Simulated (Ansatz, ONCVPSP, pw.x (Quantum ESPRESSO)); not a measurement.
## Which Nb potential is closest to all-electron in the fcc crystal?

All use LDA (Perdew-Wang 92), scalar-relativistic, no spin, cutoffs from each file’s atomic test, pw.x 7.5; 14³ k-points, Fermi–Dirac smearing 0.01 Ry. Δ is the rms difference from all-electron LAPW of the E(V) curves that follow from fits to the pressures, over ±6 % in volume. Mesh and smearing are coarse and serve the comparison alone. The files are a selection: those with a ghost or negative overlap were mostly not run, and those with noisy or unconverged pressures or nearly equal Δ are left out.

All-electron: a0 = 4.141 Å (V0 = 17.75 Å³/atom), B0 = 181.7 GPa.

Q: Rank them by Δ, smallest first.
A. optimised norm-conserving Vanderbilt (ONCV), ONCVPSP 4.0.1.1 (patched build), LDA (Perdew-Wang 92); core [Ar] 3d10, reference 4s2 4p6 4d4 5s1; waves: 4s+5s: rc 2.05 bohr, ncon 3, nbas 7, qcut 7.3 1/bohr, 2 projectors; 4p: rc 2.10 bohr, ncon 3, nbas 6, qcut 7.3 1/bohr, 2 projectors, debl 2.1 Ha; 4d: rc 2.55 bohr, ncon 3, nbas 8, qcut 5.9 1/bohr, 3 projectors, debl 0.6 Ha; local part: polynomial inside 1.55 bohr (lpopt 5, dvloc0 0 Ha); core correction: none.
B. optimised norm-conserving Vanderbilt (ONCV), ONCVPSP 4.0.1.1 (patched build), LDA (Perdew-Wang 92); core [Ar] 3d10, reference 4s2 4p6 4d4 5s1; waves: 4s+5s: rc 2.25 bohr, ncon 3, nbas 7, qcut 4.8 1/bohr, 2 projectors; 4p: rc 1.50 bohr, ncon 4, nbas 8, qcut 8.7 1/bohr, 2 projectors, debl 1.6 Ha; 4d: rc 2.35 bohr, ncon 4, nbas 9, qcut 6.5 1/bohr, 2 projectors, debl 0.6 Ha; local part: polynomial inside 1.45 bohr (lpopt 5, dvloc0 0 Ha); core correction: Teter function, fcfact 3, rcfact 1.7.
C. optimised norm-conserving Vanderbilt (ONCV), ONCVPSP 4.0.1.1 (patched build), LDA (Perdew-Wang 92); core [Ar] 3d10, reference 4s2 4p6 4d4 5s1; waves: 4s+5s: rc 2.25 bohr, ncon 4, nbas 8, qcut 4.9 1/bohr, 2 projectors; 4p: rc 2.15 bohr, ncon 4, nbas 9, qcut 6.4 1/bohr, 2 projectors, debl 1.9 Ha; 4d: rc 2.20 bohr, ncon 4, nbas 8, qcut 6.6 1/bohr, 2 projectors, debl 0.9 Ha; local part: polynomial inside 2.05 bohr (lpopt 4, dvloc0 4 Ha); core correction: none.
D. optimised norm-conserving Vanderbilt (ONCV), ONCVPSP 4.0.1.1 (patched build), LDA (Perdew-Wang 92); core [Ar] 3d10, reference 4s2 4p6 4d4 5s0.75 5p0.25; waves: 4s+5s: rc 1.95 bohr, ncon 4, nbas 9, qcut 7.1 1/bohr, 2 projectors; 4p+5p: rc 2.30 bohr, ncon 4, nbas 8, qcut 7.5 1/bohr, 2 projectors; 4d: rc 2.80 bohr, ncon 4, nbas 9, qcut 4.7 1/bohr, 2 projectors, debl 2.1 Ha; local part: polynomial inside 1.70 bohr (lpopt 5, dvloc0 3 Ha); core correction: Teter function, fcfact 2.25, rcfact 1.35.

A: B (1.2 meV/atom), A (1.7 meV/atom), D (8.8 meV/atom), C (11.4 meV/atom).
